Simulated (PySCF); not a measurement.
Basis-set dependence of MgCl at CCSD(T)

PySCF, UHF reference; doublet, unpaired electrons σ ↑; De to Mg + Cl without counterpoise correction. Frozen cores follow the default of each basis and core potential.

```
       basis     relativity  functions  Re (Å)  ωe (cm⁻¹)  De (eV)  frozen orbitals
     pcseg-1  no relativity         28   2.287        413     2.58                6
    def2-SVP  no relativity         36   2.236        475     2.97                6
 6-311G(d,p)  no relativity         52   2.227        462     2.91                6
x2c-TZVPPall  spin-free X2C         74   2.213        462     3.10                6
```

(1) How does each smaller set differ from the one with most functions, x2c-TZVPPall?

Correlated steps freeze 6 core orbitals. Correlated levels converge slowly with the basis: in double zeta they bind strong bonds too weakly, by up to about 1 eV, and carry superposition errors of some tenths. The state was picked by a PBE0 search and need not be the measured ground state.

Answers

(1) pcseg-1: +7.4 pm, -10.6 % in ωe, -0.52 eV in De; def2-SVP: +2.3 pm, +2.8 % in ωe, -0.13 eV in De; 6-311G(d,p): +1.4 pm, +0.0 % in ωe, -0.19 eV in De. All at CCSD(T); the set with most functions is neither the basis-set limit nor always the best. The rows treat relativity differently, so the differences are not basis effects alone.
